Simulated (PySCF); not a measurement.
# HSBr₂−, cut into parts across a bond: interaction energy

The task here is to estimate one member of a computed series from the others.

Computed with PySCF 2.14.0; each step states its level. No surroundings beyond the atoms listed, unless a continuum is named. Atoms count from 0, parts from 1.

## The system as given

4 atoms, charge -1, multiplicity 1; geometry: GFN2-xTB. Parts: 1 = atoms 0–1, `BrBr`, charge 0; 2 = atoms 2–3, `[SH-]`, charge -1. In the given geometry Br1 and S2 of different parts are bonded (2.32 Å), so values for the parts refer to these atom groups.

The first run:

Job settings and geometry (Å):

```
{"job": {"xc": "PBE0", "basis": "def2-TZVPD", "d3": "d3bj", "grid": 3, "kind": "geom", "shake": 0.01}, "charge": -1, "multiplicity": 1, "parts": [{"atoms": "0-1", "charge": 0, "multiplicity": 1}, {"atoms": "2-3", "charge": -1, "multiplicity": 1}]}
Br     1.106723     0.037295    -0.003176
Br    -1.587828     0.001428    -0.293257
S     -3.893240    -0.017156    -0.582992
H     -3.793523     0.777632    -1.650683
```

Run with:

```sh
OMP_NUM_THREADS=1 python cluster_run.py task.json out
```

One launch serves the whole session: the jobs run in the order shown.

Steps of the session up to this table: Optimising the geometry at PBE0-D3(BJ)/def2-TZVPD; Coupled-cluster interaction energy: CCSD(T) and MP2, 2.34 Å; Coupled-cluster interaction energy: CCSD(T) and MP2, 2.46 Å; Coupled-cluster interaction energy: CCSD(T) and MP2, 2.57 Å; Coupled-cluster interaction energy: CCSD(T) and MP2, 2.22 Å; Coupled-cluster interaction energy: CCSD(T) and MP2, 2.92 Å; Coupled-cluster interaction energy: CCSD(T) and MP2, 2.10 Å; Coupled-cluster interaction energy: CCSD(T) and MP2, 3.51 Å; Coupled-cluster interaction energy: CCSD(T) and MP2, 4.68 Å.

One table of the session follows, with a row left open; its other results are not shown here.

It belongs to the step «Coupled-cluster interaction energy: CCSD(T) and MP2, 4.68 Å». 

```
                 method  interaction energy (kcal/mol)
         HF/aug-cc-pVDZ                          -8.72
        MP2/aug-cc-pVDZ                         -16.27
       CCSD/aug-cc-pVDZ                              ?
    CCSD(T)/aug-cc-pVDZ                         -33.17
         HF/aug-cc-pVQZ                          -8.02
        MP2/aug-cc-pVQZ                         -14.72
    SCS-MP2/aug-cc-pVQZ                         -13.80
      MP2, extrapolated                         -14.75
CCSD(T), limit estimate                         -31.65
```

Estimate the missing values for CCSD/aug-cc-pVDZ.

The run gave: interaction energy (kcal/mol): -14.32. In the column «interaction energy (kcal/mol)» it lies between MP2/aug-cc-pVQZ (-14.72) and SCS-MP2/aug-cc-pVQZ (-13.80).

Caveats from the session: At 2.22 Å a test (T1, the size of the triples or of CCSD(T) less MP2, charge moved between the parts) flags the run, so its CCSD(T) estimate is not taken as a benchmark. At 2.92 Å a test (T1, the size of the triples or of CCSD(T) less MP2, charge moved between the parts) flags the run, so its CCSD(T) estimate is not taken as a benchmark. At 2.10 Å a test (T1, the size of the triples or of CCSD(T) less MP2, charge moved between the parts) flags the run, so its CCSD(T) estimate is not taken as a benchmark. At 3.51 Å a test (T1, the size of the triples or of CCSD(T) less MP2, charge moved between the parts) flags the run, so its CCSD(T) estimate is not taken as a benchmark. At 4.68 Å a test (T1, the size of the triples or of CCSD(T) less MP2, charge moved between the parts) flags the run, so its CCSD(T) estimate is not taken as a benchmark.
